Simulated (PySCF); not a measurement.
CN(OH) (singlet). All numbers come from PySCF, PBE0, basis C def2-TZVP, N def2-TZVP, O def2-TZVP, H def2-TZVP (no relativity, density fitting).

Harmonic bands of its minimum:

```tsv
ω (cm⁻¹)	IR (km/mol)
470	15.6
530	4.0
1126	79.3
1243	86.9
2410	134
3800	162
```

**Question.** The central atom is C. Infer the point group and assign the bands.

**Answer.** Cs. The modes span 5a' + a'': 470 a', 530 a'', 1126 a', 1243 a', 2410 a', 3800 a'. The computed geometry has C–N 1.153 Å, C–O 1.290 Å, O–H 0.966 Å; C–O–H 110.5°, N–C–O 176.9°.

Only a few start shapes were tried, so a lower isomer may exist.
